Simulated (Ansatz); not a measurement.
**Ligand exchange: CH3Na + H2O2 → NaOH + CH4O**

Gas-phase species: CH3Na `[CH3][Na]`, singlet; H2O2 (hydrogen peroxide) `OO`, singlet; NaOH `[OH][Na]`, singlet; CH4O (methanol) `CO`, singlet. The partners trade CH3 for OH: Na–CH3 and O–OH bonds give way to Na–OH and O–CH3.

Shapes, held fixed at every level: PBE0-D4/def2-TZVP. Flexible molecules stand in one conformer, not always the lowest. Programs: Ansatz 0.2.0. The zero-point and thermal change to 298 K, harmonic and unscaled (PBE0-D4/def2-TZVP), is +8.2 kJ/mol.

```
                level                   kind  ΔH(298 K) (kJ/mol)  less CCSD(T)/def2-TZVPP
          HF/def2-SVP           Hartree–Fock              -387.7                    -34.8
        HF/def2-TZVPP           Hartree–Fock              -391.5                    -38.6
  B3LYP-D4/def2-TZVPP          global hybrid              -342.5                    +10.4
  BHLYP-D4/def2-TZVPP          global hybrid              -367.0                    -14.1
   PBE0-D4/def2-TZVPP          global hybrid              -343.8                     +9.1
r2SCAN0-D4/def2-TZVPP          global hybrid              -365.1                    -12.2
       MP2/def2-TZVPP    perturbation theory              -373.8                    -20.9
   CCSD(T)/def2-TZVPP  coupled cluster or CI              -352.9                      0.0
```

The highest level, CCSD(T)/def2-TZVPP, gives ΔH(298 K) = -352.9 kJ/mol; the levels span -391.5 to -342.5. The column of differences is taken from that level and isn't an error. No measured value is set beside it here. Outer-core shells of Na are correlated, in sets that cover them unevenly. Sets without diffuse functions underbind ionic bonds of s-block metals.
